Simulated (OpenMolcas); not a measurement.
## A ladder of methods for SiH3 (silyl radical)

The species is SiH3 (4 atoms), meant as a doublet with charge 0. As SMILES, `[SiH3]`. Geometry: relaxed at PBE0-D4/def2-TZVP.

```xyz
4

Si    0.2938   -0.0269   -0.1640
H     0.5592    0.6653    1.1239
H    -0.2240   -1.4017    0.0601
H    -0.6289    0.7632   -1.0200
```

Quantity: the energy change with the Si1–H4 bond stretched from 1.486 to 1.858 Å, in eV. The values are calculated.

| level | kind | program | value (eV) | less FCI/3-21G | CPU time (all runs) |
| --- | --- | --- | --- | --- | --- |
| UHF/3-21G | Hartree–Fock | OpenMolcas | 0.77 | +0.19 | 3.4 s |
| USVWN5/3-21G | LDA | OpenMolcas | 0.59 | +0.01 | 7.4 s |
| UPBE/3-21G | GGA | OpenMolcas | 0.60 | +0.02 | 9 s |
| U-r2SCAN/3-21G | meta-GGA | OpenMolcas | 0.66 | +0.08 | 13 s |
| UB3LYP/3-21G | global hybrid | OpenMolcas | 0.66 | +0.08 | 10 s |
| CASSCF(7,7)/3-21G | multireference | OpenMolcas | 0.55 | -0.03 | 4 s |
| ROCCSD(T)/3-21G | coupled cluster or CI | OpenMolcas | 0.58 | 0.00 | 4.9 s |
| FCI/3-21G | exact in the basis | OpenMolcas | 0.58 | 0.00 | 24 s |

FCI/3-21G is exact within its basis and frozen core, so for wave-function methods in that basis the difference is their error; functionals converge differently with the basis, so for them it is only a difference. The first shape isn't each level's own minimum. The values span 0.55 to 0.77 eV. All rows use very small basis sets, so even the best lies far from the true value. Times are those of the runs behind each value, whatever else they computed, on shared processors of several kinds: orders of magnitude only.
